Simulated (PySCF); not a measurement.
Partial charges of HNO

HNO.
Z-matrix (Å and degrees, PBE0-D3(BJ)/def2-TZVP geometry), rows numbered from 1:
```
N 
O   1  1.1900
H   1  1.0633  2  108.85
```

The species is `N=O` (HNO).

Density: PBE0/pcSseg-2 (PySCF); schemes: Mulliken, IAO, Hirshfeld and ESP-fitted. Isolated species at its PBE0-D3(BJ)/def2-TZVP geometry, gas phase.

**Question.** For which atoms does the sign change between the 4 schemes (beyond +0.03 e in one, beyond −0.03 e in another)?

**Answer.** N1.

**Question.** Which atoms carry the lowest charge in the Mulliken, IAO, Hirshfeld and ESP-fitted schemes?

**Answer.** The schemes don't all agree: Mulliken O2 (-0.165); IAO O2 (-0.201); Hirshfeld O2 (-0.096); ESP-fitted N1 (-0.203).

**Question.** At which atom do the 4 schemes differ most?

**Answer.** At N1: from -0.203 (ESP-fitted) to +0.039 e (Mulliken), 0.242 e apart.

**Question.** Give the atomic charges in each scheme.

**Answer.** In e:

```
atom                 environment  Mulliken     IAO  Hirshfeld  ESP-fitted
  N1  nitrogen bonded to O and H    +0.039  -0.022     -0.006      -0.203
  O2          oxygen bonded to N    -0.165  -0.201     -0.096      -0.082
  H3                N–H hydrogen    +0.126  +0.224     +0.103      +0.284
```

Mean size of the charges over all atoms: ESP-fitted 0.190 e, IAO 0.149 e, Mulliken 0.110 e, Hirshfeld 0.069 e. Each set sums to the total charge, 0, to within 0.001 e. The Hirshfeld scheme weights the molecular density at each point by an atom's share of the summed free-atom densities.

**Question.** How many electrons does the ESP-fitted scheme count on N1?

**Answer.** Z − q = 7 − (-0.203) = 7.203.

These values come from a run that also computed NMR shieldings. Time: 3.8 s wall; peak memory 0.33 GiB. Hardware: Arm Neoverse N1, one thread (shared host).
